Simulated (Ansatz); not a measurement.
Predict the output of the script below (Ansatz 0.2.0, Python API).

`c5h7cl_conformers.py`
```python
"""Rank force-field conformers of C5H7Cl by single points."""

import logging
import sys

import ansatz as az
from rdkit import Chem
from rdkit.Chem import AllChem

logging.basicConfig(stream=sys.stdout, format="%(levelname)s:%(name)s:%(message)s")
logger = logging.getLogger("calc")
logger.setLevel(logging.INFO)

BASIS_SET = "6-31G*"
LEVEL = "mp2"


def main() -> None:
    rd = Chem.AddHs(Chem.MolFromSmiles("C=C1CC1CCl"))
    ids = list(AllChem.EmbedMultipleConfs(rd, numConfs=20, randomSeed=824, pruneRmsThresh=0.4))
    field = [energy for _, energy in AllChem.MMFFOptimizeMoleculeConfs(rd)]
    distinct = {round(e, 2): i for i, e in zip(ids, field)}
    chosen = sorted(distinct.items())[:3]
    found = []
    for force_field, index in chosen:
        system = az.Crystal.molecule()
        for atom, xyz in zip(rd.GetAtoms(), rd.GetConformer(index).GetPositions()):
            system = system.atom(atom.GetSymbol(), xyz.round(5).tolist())
        setup = (
            system.calculation()
            .basis(gaussian=BASIS_SET)
            .correlation(LEVEL, electrons="valence")
        )
        found.append(setup.run(threads=1, backend="cpu").report["free_energy_ev"])
    logger.info("conformer   MMFF (kcal/mol)   this level (eV)")
    for (force_field, index), e in zip(chosen, found):
        logger.info(f"{index:9d} {force_field - chosen[0][0]:17.2f} {(e - min(found)):17.3f}")


if __name__ == "__main__":
    main()
```

Running `python c5h7cl_conformers.py` prints:
```text
INFO:calc:conformer   MMFF (kcal/mol)   this level (eV)
INFO:calc:        0              0.00             0.004
INFO:calc:        3              0.64             0.000
INFO:calc:        4              4.16             0.073
```

What to keep in mind:
- These settings explore the input space; basis and method may be short of convergence.
- The conformers keep their force-field geometries.
- Wall time of the script: 7.3 s on 1 thread of AMD EPYC 7B13 (Zen 3), with other jobs on the host, peak memory 0.34 GiB.
